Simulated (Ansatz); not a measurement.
The input, for Ansatz 0.2.0:

```yaml
crystal:
  periodic: [false, false, false]
  atoms:
    - {symbol: O, position_ang: [-1.063089, -0.433995, 0.000000]}
    - {symbol: C, position_ang: [-0.022144, 0.426386, 0.000000]}
    - {symbol: O, position_ang: [1.147228, 0.106178, 0.000000]}
    - {symbol: H, position_ang: [-0.671714, -1.332697, 0.000000]}
    - {symbol: H, position_ang: [-0.399991, 1.455404, 0.000000]}
basis:
  gaussian: {orbitals: STO-3G}
magnetization: {spin_polarized: true, initial_magnetization: 0}
correlation: {method: ccsdt_q, electrons: outside_noble_gas}
```

```sh
$ ansatz run in.yaml --threads 1 --pin off --events-out ev --progress --plain --max-ram 4160MiB --backend cpu
```

Log:

```
296 factors; integrals over basis functions are off by at most 4.3e-8 eV
mean field evaluation 1: about -5063.0127 eV, gradient 2.5e1 eV
mean field evaluation 2: about -5063.1208 eV, gradient 2.5e1 eV
mean field evaluation 4: about -5067.1500 eV, gradient 1.9e0 eV
mean field evaluation 8: about -5067.2124 eV, gradient 6.5e-5 eV
mean field evaluation 16: about -5067.2457 eV, gradient 6.0e-3 eV
mean field evaluation 32: about -5067.2074 eV, gradient 1.5e-3 eV
mean field evaluation 64: about -5063.9921 eV, gradient 7.9e-2 eV
mean field -5067.24454773 eV, -186.2178024274 hartree, gradient 2.4e-6 eV, S^2 0.168411; 5 other end points of the search recorded, 0 dependent functions left out
determinant -5067.24454773 eV, -186.2178024274 hartree, with singles and doubles -5072.13919511 eV, -186.3976774010 hartree
determinant -5063.99222614 eV, -186.0982818136 hartree, with singles and doubles -5067.15705392 eV, -186.2145870890 hartree
determinant -5067.20743154 eV, -186.2164384325 hartree, with singles and doubles -5072.13865084 eV, -186.3976573993 hartree
determinant -5067.24454773 eV, -186.2178024274 hartree, with singles and doubles -5072.14381756 eV, -186.3978472729 hartree
determinant -5067.20743154 eV, -186.2164384325 hartree, with singles and doubles -5072.13817386 eV, -186.3976398705 hartree
3 core orbitals not correlated: weight in the atoms' cores, before any rotation towards them, 1.000 or more for the frozen orbitals, at most 0.000 for the correlated occupied ones
reference -5067.20743154 eV, -186.2164384325 hartree; 9, 9 occupied and 5, 5 virtual orbitals, 296 factors
second order -4.24539796 eV of doubles, -0.00000000 eV of singles
cycle   1  -4.57603201 eV  change   -3.3e-1 eV  update   9.7e-2
cycle   2  -4.91919413 eV  change   -3.4e-1 eV  update   4.6e-2
cycle   3  -5.11800646 eV  change   -2.0e-1 eV  update   2.1e-2
cycle   4  -5.13009316 eV  change   -1.2e-2 eV  update   5.8e-3
cycle   5  -5.12954145 eV  change    5.5e-4 eV  update   3.4e-3
cycle   6  -5.12932921 eV  change    2.1e-4 eV  update   1.1e-3
cycle   7  -5.12971744 eV  change   -3.9e-4 eV  update   5.4e-4
cycle   8  -5.12980187 eV  change   -8.4e-5 eV  update   1.9e-4
cycle   9  -5.12979248 eV  change    9.4e-6 eV  update   7.6e-5
cycle  10  -5.12977937 eV  change    1.3e-5 eV  update   2.4e-5
cycle  11  -5.12979545 eV  change   -1.6e-5 eV  update   1.0e-5
cycle  12  -5.12979212 eV  change    3.3e-6 eV  update   5.1e-6
cycle  13  -5.12979562 eV  change   -3.5e-6 eV  update   1.7e-6
cycle  14  -5.12979717 eV  change   -1.6e-6 eV  update   7.0e-7
perturbative correction -0.00593104 eV, -0.0002179619 hartree
Total energy: -5072.34315975 eV, -186.4051729633 hartree
```

For the same geometry and basis full CI lies 0.2 meV higher.

Ran on 1 thread of AMD EPYC 7R13, shared host: 4 s wall, 0.22 GiB peak host memory.
